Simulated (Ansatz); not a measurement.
## AlGe⁺, singlet: the ladder up to full CI

Geometry: a point of a stretch scan, not a stationary point.

```yaml
atoms:
  - { symbol: Ge, position_ang: [0.0000, 0.0000, 0.0000] }
  - { symbol: Al, position_ang: [0.0000, 0.0000, 3.3910] }
```

Basis cc-pVDZ; Ansatz 0.2.0. Only valence electrons are correlated (noble-gas cores and the filled d shells of p-block atoms frozen), which leaves 6 electrons in 26 orbitals. R marks a restricted (for open shells ROHF) determinant, U an unrestricted one. Active spaces: pair = (2e, 2o) about the gap; valence = (6e, 8o) chosen from the atoms' valence shells. No spin–orbit coupling is included, and no scalar relativity.

Full CI is exact within this basis and frozen core; it isn't the basis-set limit. The frozen core follows each run's orbitals, which can shift R against U totals by a few meV for light atoms and by up to 0.1 eV past Ca.

* UHF ⟨S²⟩: 1.064
* T1 diagnostic (RCCSD): 0.0171
* largest doubles amplitude (RCCSD): 0.122

| level | E − E(full CI) (mEh) | share of correlation (%) | wall time |
| --- | --- | --- | --- |
| RHF | 121.15 | 0.00 | – |
| RMP2 | 39.67 | 67.26 | – |
| CISD | 13.08 | 89.20 | 1.3 s |
| RCCSD | 4.34 | 96.41 | – |
| RCCSD(T) | 1.47 | 98.78 | 1.2 s |
| BCCD(T) | 1.47 | 98.79 | 1.3 s |
| RCCSDT | 0.55 | 99.55 | – |
| RCCSDT(Q) | 0.18 | 99.85 | 2.6 s |
| RCCSDTQ | 0.02 | 99.98 | 14 s |
| CASSCF (pair space) | 106.03 | 12.48 | – |
| MRCISD (pair space) | 10.54 | 91.30 | – |
| MRCISD+Q (pair space) | -1.84 | 101.52 | 3.5 s |
| CASSCF (valence space) | 52.59 | 56.59 | – |
| NEVPT2 (valence space) | 18.76 | 84.52 | 3.8 s |
| MRCISD (valence space) | 4.53 | 96.26 | – |
| MRCISD+Q (valence space) | 2.21 | 98.18 | 4.6 s |

The correlation energy at full CI, counted from RHF, is -3.297 eV. That run took 14 s on 1 thread of Arm Neoverse V1, shared host over 1,690,944 determinants.

Run but not shown, since their state or frozen core can't be matched to the reference's or they repeat it: UHF, UMP2, UCCSD, UCCSD(T), UCCSDT, UCCSDT(Q).

Times hold each run's SCF and search for its determinant on a shared host, so for small cases they say little of a method's own cost; they ran on 1 thread of Arm Neoverse V1.

Not variational, and here over 5 meV under the exact energy: MRCISD+Q (pair space).

Unrestricted levels hold only the spin's projection, and here they fall towards a lower state of higher spin.

The full-CI state has the irrep A1 of C2v, in the program's axes (one component, if the state is degenerate).

Natural occupations of full CI about the gap: 1.926 1.888 1.787 0.089 0.089 0.066 0.044 0.044 0.013 0.013; effectively unpaired electrons, Σ n²(2−n)², 0.30.
